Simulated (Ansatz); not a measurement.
Results of PBEsol in Ansatz (plane waves, PAW) for hcp Ti.

Run with plane-wave cutoff 500 eV, 30×30×16 k mesh (along the axes of the cell as run), Fermi–Dirac smearing 0.1 eV, no spin polarisation, scalar-relativistic PAW data made under PBE.

Computed at the level's own relaxed cell.

Predict the volume per atom, equilibrium lattice constant a and c axis length.


- volume per atom = 16.74 Å³/atom
- equilibrium lattice constant a = 2.901 Å
- c axis length = 4.594 Å

Measured, for comparison: lattice constant a 2.950 Å, lattice parameter c 4.683 Å (293 K, not corrected to a static lattice; as tabulated in Wikipedia's data pages). Computed (rounded) less measured: lattice constant a -1.7 %, lattice parameter c -1.9 %. A static lattice is as a rule a little smaller and stiffer than an uncorrected measurement, which narrows the difference in the lattice constant a, lattice parameter c and would widen misses of the other sign.

Computed values are for the static lattice.

Computing time: about 4 core-minutes (a rough figure).

Ansatz is a first-principles code.
